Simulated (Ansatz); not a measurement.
`C=CCCCC` at its PBE0-D4/def2-TZVP geometry, where that method's forces vanish. The species carries charge 0 and has multiplicity 1.

```xyz
18

C    -2.0147    1.0504    1.0597
C    -0.7200    1.2029    0.8184
C     0.3625    0.3079    1.3230
C     1.3446   -0.2031    0.2677
C     0.7732   -1.1937   -0.7427
C    -0.0443   -0.5688   -1.8625
H    -2.7504    1.7514    0.6828
H    -2.3853    0.2142    1.6449
H    -0.3928    2.0549    0.2231
H     0.9403    0.8669    2.0707
H    -0.0843   -0.5414    1.8517
H     1.7821    0.6501   -0.2658
H     2.1734   -0.6823    0.7984
H     0.1654   -1.9353   -0.2106
H     1.6046   -1.7518   -1.1862
H     0.5519    0.1628   -2.4161
H    -0.9290   -0.0570   -1.4821
H    -0.3774   -1.3282   -2.5743
```

**Question.** What forces (eV/Å) does r2SCAN-D4/def2-TZVPP give on these atoms in the Gaussian-basis code of Ansatz? (An estimate is asked.)

**Answer.** Computed: 
```
C1  -0.218 -0.011  0.041
C2   0.112  0.058 -0.051
C3  -0.052  0.001  0.119
C4   0.175  0.031 -0.007
C5   0.016 -0.138  0.000
C6  -0.084  0.059 -0.106
H7   0.006 -0.011  0.003
H8   0.006  0.005 -0.005
H9   0.019  0.003 -0.010
H10  0.012  0.005  0.002
H11 -0.001 -0.003  0.003
H12 -0.002  0.005 -0.004
H13  0.001  0.001  0.001
H14 -0.001 -0.003  0.006
H15 -0.002 -0.001  0.001
H16 -0.008 -0.007  0.010
H17  0.019 -0.008 -0.012
H18  0.002  0.014  0.009
```
